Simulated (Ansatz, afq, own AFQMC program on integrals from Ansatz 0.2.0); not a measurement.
# Where AFQMC and coupled cluster stand for AlPH⁺, triplet

```xyz
3

Al    0.0000    0.0000    0.1876
P     0.0000    0.0000   -1.9566
H     0.0000    0.0000    1.7690
```

Connectivity, by distances: AlH–P.

Basis 6-31G. Only valence electrons are correlated. Ansatz 0.2.0 and our own AFQMC program on the same integrals; the CISD trial comes from CCSD amplitudes, and released means the phaseless constraint is let go. ± is one standard error of the sampling.

Determinant: UHF, the one that the program's search chose, which needn't be the lowest solution. The geometry is a PBE0/def2-TZVP stationary point of this or a neighbouring charge and spin state.

Full CI on the same integrals is exact in this basis and with this determinant's frozen core.

Cautions: the released energies have errors that jump between times, so the bars are unsure, so no released level is given (meV from the phaseless value at times in 1/Eh: -1.3 ± 1.2 at 0.24, 4 ± 6 at 0.51, -2.5 ± 0.7 at 0.99, -4.7 ± 0.8 at 1.62, -4.2 ± 0.8 at 2.40), though the last usable value meets full CI within the noise.

- T1 diagnostic: 0.0227
- weight of the determinant in the CISD state: 0.931
- ⟨S²⟩ of the determinant: 2.008
- size of the correlated space: 8 electrons in 18 orbitals

Reference: full CI, correlation energy -1.924 eV.

```
        level  E − E(reference) (mEh)  share of correlation (%)
           HF                   70.71                      0.00
          MP2                   21.00                     70.31
         CCSD                    2.44                     96.55
      CCSD(T)                    0.81                     98.86
        CCSDT                    0.07                     99.91
     CCSDT(Q)                   -0.01                    100.01
       CCSDTQ                    0.00                    100.00
ph-AFQMC/CISD             0.18 ± 0.06                     99.75
```

CCSDT and higher add their correlation energy to the determinant of the CCSD(T) run, since their own runs factorise the integrals more tightly (a shift of under 2 meV). A walk keeps the symmetry of its determinant, which the program's search chose and which needn't be the lowest solution, so a lower state of the same spin and another symmetry isn't excluded.
